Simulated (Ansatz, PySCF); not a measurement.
This Ansatz (an electronic-structure program) input computes a PBE0/def2-TZVPD energy:

Ansatz 0.2 input:
```yaml
crystal:
  periodic: [false, false, false]
  atoms:
    - {symbol: C, position_ang: [1.12919533, -0.39406295, -0.00164990]}
    - {symbol: C, position_ang: [-0.14143027, 0.51242111, -0.00266185]}
    - {symbol: O, position_ang: [-1.28208088, -0.15550863, 0.00560815]}
    - {symbol: H, position_ang: [0.02137937, 1.21875287, 0.88106336]}
    - {symbol: H, position_ang: [0.01494044, 1.20774330, -0.89622607]}
    - {symbol: H, position_ang: [2.06517780, 0.18990598, -0.00865831]}
    - {symbol: H, position_ang: [1.11748454, -1.03576096, 0.88706791]}
    - {symbol: H, position_ang: [1.11107452, -1.04672109, -0.88224163]}
basis:
  gaussian:
    orbitals: def2-TZVPD
hamiltonian:
  xc: {name: PBE0}
total_charge: -1
output: {forces: true}
```

Task: Write an input for the same energy in PySCF and say what it gives.

Result: 
```python
from pyscf import gto, scf, dft

mol = gto.M(
    atom='''
    C     1.12919533   -0.39406295   -0.00164990
    C    -0.14143027    0.51242111   -0.00266185
    O    -1.28208088   -0.15550863    0.00560815
    H     0.02137937    1.21875287    0.88106336
    H     0.01494044    1.20774330   -0.89622607
    H     2.06517780    0.18990598   -0.00865831
    H     1.11748454   -1.03576096    0.88706791
    H     1.11107452   -1.04672109   -0.88224163
    ''',
    basis='def2-tzvpd',
    charge=-1,
    spin=0,
    verbose=4,
)

mf = dft.RKS(mol, xc='pbe0').density_fit(auxbasis='def2-universal-jkfit')
mf.grids.level = 3
mf.conv_tol = 1e-9
mf.max_cycle = 100
mf.max_memory = 1500
mf.kernel()
if not mf.converged:
    mf = mf.newton()
    mf.kernel(mf.make_rdm1())
mf.analyze()
```
It gives -154.30643 Eh, and Ansatz -154.30638 Eh, a difference of 0.05 mEh, from the treatment of integrals and grids.

It need not be the lowest isomer of its formula. Whether it binds its extra electron was not tested at this geometry.
